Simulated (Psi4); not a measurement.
# doublet C2F2O− at 3 levels

We compute a comparison of 3 runs (UB3LYP/def2-SVPD, UM06-2X/def2-SVPD, UPBE0/def2-SVPD) of doublet C2F2O−. 

The calculation is run with Psi4 1.11.

1 further run of the same task is left out (set aside as unsound or not needed).

### 1 The structure to begin with

C2F2O−: 5 atoms, total charge -1, spin state doublet. As SMILES of the parent species, `O=C=C(F)F`. The shape is that of a GFN2-xTB optimisation. That shape belongs to the parent species and isn't relaxed for this state.

Bond lengths: O1–C2 1.162 Å, C2–C3 1.308 Å, C3–F4 1.338 Å, C3–F5 1.338 Å. Angles: O1–C2–C3 180.0°, C2–C3–F4 123.6°, C2–C3–F5 123.6°, F4–C3–F5 112.8°.

### 2 Energy and gradient at UB3LYP/def2-SVPD (run 1)

Input file c2f2o.py:

```python
import psi4

psi4.set_memory(1600000000)
psi4.set_num_threads(1)
psi4.set_output_file('psi4.out', False)

m = psi4.geometry("""
-1 2
O      0.745620    -0.901860     1.634620
C      0.314460    -0.380840     0.689950
C     -0.170060     0.205740    -0.373410
F     -1.018650    -0.384370    -1.223640
F      0.128630     1.461330    -0.727510
units angstrom
symmetry c1
""")

psi4.set_options({
    'basis': 'def2-SVPD',
    'reference': 'uks',
    'puream': True,
    'e_convergence': 1e-09,
    'd_convergence': 1e-08,
    'scf_type': 'pk',
    'dft_radial_points': 99,
    'dft_spherical_points': 590,
    'maxiter': 200,
})

E = psi4.gradient("b3lyp")
print('gradient / Eh bohr^-1')
print(E.np.round(6))
for k, v in sorted(psi4.core.scalar_variables().items()):
    print(f'{k:45s} {v:18.10f}')
```

Run with:

```console
$ python c2f2o.py
```

psi4.out:

```text
[...]
  Running in c1 symmetry.
[...]
  Nuclear repulsion =  155.583129242461922
[...]
  Multiplicity = 2
[...]
  Nalpha       = 20
  Nbeta        = 19
[...]
    Number of basis functions: 109
[...]
   @UKS iter   1:  -350.52529239063085   -1.30665e-03   7.03538e-03 DIIS/ADIIS
[...]
   @UKS iter  15:  -350.79920695817611   -8.52651e-13   6.42794e-09 DIIS
[...]
   @S^2 Observed:                7.538409052E-01
[...]
  @UKS Final Energy:  -350.79920695817611
   => Energetics <=
    Nuclear Repulsion Energy =            155.5831292424619221
    One-Electron Energy =                -801.9072696005205216
    Two-Electron Energy =                 328.3447065371017857
    DFT Exchange-Correlation Energy =     -32.8197731372193076
    Empirical Dispersion Energy =           0.0000000000000000
    VV10 Nonlocal Energy =                  0.0000000000000000
    Total Energy =                       -350.7992069581761143
[...]
 Multipole Moments:
 ------------------------------------------------------------------------------------
     Multipole            Electronic (a.u.)      Nuclear  (a.u.)        Total (a.u.)
 ------------------------------------------------------------------------------------
 L = 1.  Multiply by 2.5417464519 to convert [e a0] to [Debye]
 Dipole X            :         -1.1649836            0.7647652           -0.4002185
 Dipole Y            :          1.4098188           -0.9253591            0.4844597
 Dipole Z            :         -2.5536997            1.6765656           -0.8771341
 Magnitude           :                                                    1.0789997
[...]
  -Total Gradient:
     Atom            X                  Y                   Z
    ------   -----------------  -----------------  -----------------
       1       -0.057546718355     0.069514563114    -0.126090749984
       2        0.056353145394    -0.067976250650     0.123444536883
       3       -0.037087703035     0.044875349336    -0.081267952768
       4        0.035833793477     0.003688015447     0.049151127747
       5        0.002454975907    -0.050111403811     0.034779786900
[...]
```

Standard output:

```text
Memory set to   1.490 GiB by Python driver.
  Threads set to 1 by Python driver.
gradient / Eh bohr^-1
[[-0.057547  0.069515 -0.126091]
 [ 0.056353 -0.067976  0.123445]
 [-0.037088  0.044875 -0.081268]
 [ 0.035834  0.003688  0.049151]
 [ 0.002455 -0.050111  0.03478 ]]
CURRENT ENERGY                                   -350.7992069582
CURRENT REFERENCE ENERGY                         -350.7992069582
DD SOLVATION ENERGY                                 0.0000000000
DFT FUNCTIONAL TOTAL ENERGY                      -350.7992069582
DFT TOTAL ENERGY                                 -350.7992069582
DFT VV10 ENERGY                                     0.0000000000
DFT XC ENERGY                                     -32.8197731372
GRID ELECTRONS ALPHA                               19.9999999308
GRID ELECTRONS BETA                                18.9999999341
GRID ELECTRONS TOTAL                               38.9999998649
NUCLEAR REPULSION ENERGY                          155.5831292425
ONE-ELECTRON ENERGY                              -801.9072696005
PCM POLARIZATION ENERGY                             0.0000000000
PE ENERGY                                           0.0000000000
SCF ITERATION ENERGY                             -350.7992069582
SCF ITERATIONS                                     15.0000000000
SCF TOTAL ENERGY                                 -350.7992069582
TWO-ELECTRON ENERGY                               328.3447065371
XC GRID RADIAL POINTS                              99.0000000000
XC GRID SPHERICAL POINTS                          590.0000000000
XC GRID TOTAL POINTS                           282661.0000000000
```

Wall time 41 s (1 thread of Intel Xeon Platinum 8488C (Sapphire Rapids), shared host); peak memory 0.55 GiB.

### 3 Energy and forces at UM06-2X/def2-SVPD (run 2)

Input file c2f2o.xyz:

```xyz
5
C2F2O
O      0.745620    -0.901860     1.634620
C      0.314460    -0.380840     0.689950
C     -0.170060     0.205740    -0.373410
F     -1.018650    -0.384370    -1.223640
F      0.128630     1.461330    -0.727510
```

Input file run.py:

```python
import numpy as np
from ase.calculators.psi4 import Psi4
from ase.io import read

a = read('c2f2o.xyz')
calc = Psi4(atoms=a, method='m06-2x', basis='def2-SVPD', memory='1600MB', num_threads=1, charge=-1, multiplicity=2, label='c2f2o', reference='uks')
calc.psi4.set_options({'puream': True, 'e_convergence': 1e-09, 'd_convergence': 1e-08, 'scf_type': 'pk', 'dft_radial_points': 99, 'dft_spherical_points': 590, 'maxiter': 200})
a.calc = calc

forces = a.get_forces()
print(f'energy: {a.get_potential_energy():.6f} eV')
print('forces / eV A^-1')
print(np.round(forces, 5))
```

Run with:

```console
$ python run.py
```

c2f2o.dat:

```text
[...]
  Running in c1 symmetry.
[...]
  Nuclear repulsion =  155.583129242461922
[...]
  Multiplicity = 2
[...]
  Nalpha       = 20
  Nbeta        = 19
[...]
    Number of basis functions: 109
[...]
   @UKS iter   1:  -350.48178714862468   -2.11289e-01   5.86198e-03 ADIIS/DIIS
[...]
   @UKS iter  15:  -350.66919699326394   -7.50333e-12   6.93670e-09 DIIS
[...]
   @S^2 Observed:                7.556714509E-01
[...]
  @UKS Final Energy:  -350.66919699326394
   => Energetics <=
    Nuclear Repulsion Energy =            155.5831292424619221
    One-Electron Energy =                -801.8396860965543738
    Two-Electron Energy =                 315.0550810187668844
    DFT Exchange-Correlation Energy =     -19.4677211579383922
    Empirical Dispersion Energy =           0.0000000000000000
    VV10 Nonlocal Energy =                  0.0000000000000000
    Total Energy =                       -350.6691969932639381
[...]
 Multipole Moments:
 ------------------------------------------------------------------------------------
     Multipole            Electronic (a.u.)      Nuclear  (a.u.)        Total (a.u.)
 ------------------------------------------------------------------------------------
 L = 1.  Multiply by 2.5417464519 to convert [e a0] to [Debye]
 Dipole X            :         -1.1722370            0.7647652           -0.4074718
 Dipole Y            :          1.4185505           -0.9253591            0.4931913
 Dipole Z            :         -2.5695678            1.6765656           -0.8930022
 Magnitude           :                                                    1.0985098
[...]
  -Total Gradient:
     Atom            X                  Y                   Z
    ------   -----------------  -----------------  -----------------
       1       -0.054304435718     0.065604250233    -0.118995246002
       2        0.053997813649    -0.065146060097     0.118308314496
       3       -0.034556916573     0.041822079954    -0.075753397563
       4        0.029980824593    -0.001009179253     0.043682699162
       5        0.004959647794    -0.041363730926     0.032925821608
[...]
```

The script printed:

```text
Memory set to   1.490 GiB by Python driver.
  Threads set to 1 by Python driver.

  Memory set to   1.490 GiB by Python driver.
  Threads set to 1 by Python driver.
energy: -9542.194886 eV
forces / eV A^-1
[[ 2.79245 -3.37351  6.11898]
 [-2.77668  3.34995 -6.08366]
 [ 1.77699 -2.15058  3.8954 ]
 [-1.54168  0.05189 -2.24625]
 [-0.25504  2.12701 -1.69311]]
```

Run time: 1.9 min. Hardware: 1 thread of Intel Xeon Platinum 8488C (Sapphire Rapids), shared host; peak memory 0.56 GiB.

### 4 A single-point energy at UPBE0/def2-SVPD (run 3)

c2f2o.xyz is that of step 3.

Input file job.py:

```python
import psi4

psi4.set_memory(1600000000)
psi4.set_num_threads(1)
psi4.set_output_file('c2f2o.out', False)

with open('c2f2o.xyz') as f:
    atoms = ''.join(f.readlines()[2:])
molecule = psi4.geometry('-1 2\n' + atoms + 'symmetry c1\nno_reorient\nno_com')

psi4.set_options({
    'reference': 'uks',
    'puream': True,
    'e_convergence': 1e-09,
    'd_convergence': 1e-08,
    'scf_type': 'pk',
    'dft_radial_points': 99,
    'dft_spherical_points': 590,
    'maxiter': 200,
})

e_tot, wfn = psi4.energy("pbe0/def2-SVPD", return_wfn=True)
psi4.oeprop(wfn, "WIBERG_LOWDIN_INDICES", "QUADRUPOLE", "MULLIKEN_CHARGES")
print(f'total energy {e_tot:.8f} hartree = {e_tot * 27.211386:.5f} eV')
for k, v in sorted(psi4.core.scalar_variables().items()):
    print(f'{k:45s} {v:18.10f}')
```

Run with:

```console
$ python job.py
```

c2f2o.out:

```text
[...]
  Running in c1 symmetry.
[...]
  Nuclear repulsion =  155.583129242461922
[...]
  Multiplicity = 2
[...]
  Nalpha       = 20
  Nbeta        = 19
[...]
    Number of basis functions: 109
[...]
   @UKS iter   1:  -350.20773391390986   -6.48286e-02   6.48308e-03 ADIIS/DIIS
[...]
   @UKS iter  14:  -350.44229641770704   -1.25624e-11   7.97504e-09 DIIS
[...]
   @S^2 Observed:                7.546554441E-01
[...]
  @UKS Final Energy:  -350.44229641770704
   => Energetics <=
    Nuclear Repulsion Energy =            155.5831292424619221
    One-Electron Energy =                -801.8820329455182900
    Two-Electron Energy =                 326.3685950315716582
    DFT Exchange-Correlation Energy =     -30.5119877462223847
    Empirical Dispersion Energy =           0.0000000000000000
    VV10 Nonlocal Energy =                  0.0000000000000000
    Total Energy =                       -350.4422964177070412
[...]
 Multipole Moments:
 ------------------------------------------------------------------------------------
     Multipole            Electronic (a.u.)      Nuclear  (a.u.)        Total (a.u.)
 ------------------------------------------------------------------------------------
 L = 1.  Multiply by 2.5417464519 to convert [e a0] to [Debye]
 Dipole X            :          1.8970247           -2.2276470           -0.3306223
 Dipole Y            :         -2.2967748            2.6969415            0.4001667
 Dipole Z            :          4.1588011           -4.8833358           -0.7245346
 Magnitude           :                                                    0.8912883
 L = 2.  Multiply by 1.3450342976 to convert [e a0^2] to [Debye ang]
 Quadrupole XX       :        -75.8949814           52.5023948          -23.3925866
 Quadrupole XY       :          4.5035110           -3.9012346            0.6022763
[...]
  Mulliken Charges: (a.u.)
   Center  Symbol    Alpha    Beta     Spin     Total
       1     O     4.47318  4.22842  0.24476 -0.70161
       2     C     3.27469  2.50619  0.76850  0.21912
       3     C     2.64859  2.72377 -0.07518  0.62764
       4     F     4.80177  4.77084  0.03093 -0.57261
       5     F     4.80177  4.77078  0.03099 -0.57255
   Total alpha = 20.00000, Total beta = 19.00000, Total charge = -1.00000
  Wiberg Bond Indices using Orthogonal Lowdin Orbitals:
  Total Bond Index:
[...]
```

On the terminal:

```text
Memory set to   1.490 GiB by Python driver.
  Threads set to 1 by Python driver.
total energy -350.44229642 hartree = -9536.02060 eV
CURRENT ENERGY                                   -350.4422964177
CURRENT REFERENCE ENERGY                         -350.4422964177
DD SOLVATION ENERGY                                 0.0000000000
DFT FUNCTIONAL TOTAL ENERGY                      -350.4422964177
DFT TOTAL ENERGY                                 -350.4422964177
DFT VV10 ENERGY                                     0.0000000000
DFT XC ENERGY                                     -30.5119877462
GRID ELECTRONS ALPHA                               19.9999999299
GRID ELECTRONS BETA                                18.9999999338
GRID ELECTRONS TOTAL                               38.9999998637
NUCLEAR REPULSION ENERGY                          155.5831292425
ONE-ELECTRON ENERGY                              -801.8820329455
PCM POLARIZATION ENERGY                             0.0000000000
PE ENERGY                                           0.0000000000
SCF ITERATION ENERGY                             -350.4422964177
SCF ITERATIONS                                     14.0000000000
SCF TOTAL ENERGY                                 -350.4422964177
TWO-ELECTRON ENERGY                               326.3685950316
XC GRID RADIAL POINTS                              99.0000000000
XC GRID SPHERICAL POINTS                          590.0000000000
XC GRID TOTAL POINTS                           282658.0000000000
```

It took 30 s on 1 thread of Intel Xeon Platinum 8488C (Sapphire Rapids), shared host; peak memory 0.55 GiB.

### 5 All runs side by side

| run | level | task | energy (Eh) | HOMO energy (eV) | LUMO energy (eV) | ⟨S²⟩ | wall time |
| --- | --- | --- | --- | --- | --- | --- | --- |
| 1 | UB3LYP/def2-SVPD | gradient | -350.799207 | 2.44 | 4.83 | 0.754 | 41 s |
| 2 | UM06-2X/def2-SVPD | gradient | -350.669197 | 1.07 | 5.09 | 0.756 | 1.9 min |
| 3 | UPBE0/def2-SVPD | energy | -350.442296 | 2.20 | 5.09 | 0.755 | 30 s |

### 6 Results

```
                                 quantity          value
                      run 3: total energy  -350.44230 Eh
run 3: HOMO energy (highest over α and β)        2.20 eV
 run 3: LUMO energy (lowest over α and β)        5.09 eV
                              run 3: ⟨S²⟩          0.755
```

In words: Totals of different functionals can't be ranked against each other. In runs 1, 2, 3 the HOMO lies above zero, so the outermost electron may be held by the basis alone. All runs together took 3.1 min, the longest 1.9 min.
